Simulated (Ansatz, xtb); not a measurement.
Species: lithium hydride, LiH, net charge 0, singlet state. 
Structure (B3LYP-D3(BJ)/def2-TZVP (Ansatz, an electronic-structure program) minimum search):
```xyz
2

Li     0.0000     0.0000    -0.3977
H      0.0000     0.0000     1.1930
```
Charge 0, spin multiplicity 1.

Harmonic wavenumbers from GFN2-xTB (xtb, at its own minimum), cm⁻¹: 1440.

**Question.** Give the harmonic wavenumbers at B3LYP-D3(BJ)/def2-TZVP (Ansatz, finite differences of forces, unscaled).

**Answer.** 1423 cm⁻¹. Zero-point energy 2.0 kcal/mol.

**Question.** From these and the geometry, give the ideal-gas thermochemistry at 298.15 K and 1 atm (rigid rotor, harmonic oscillator).

**Answer.** Point group C∞v, rotational symmetry number 1. Rotational constants 226.9, 226.9 GHz. S(trans) 32.17, S(rot) 8.56, S(vib) 0.02, S(elec, spin only) 0.00, S 40.8 cal/(mol K). H(298) - H(0) 2.08 kcal/mol; G - E(el) -8.0 kcal/mol.
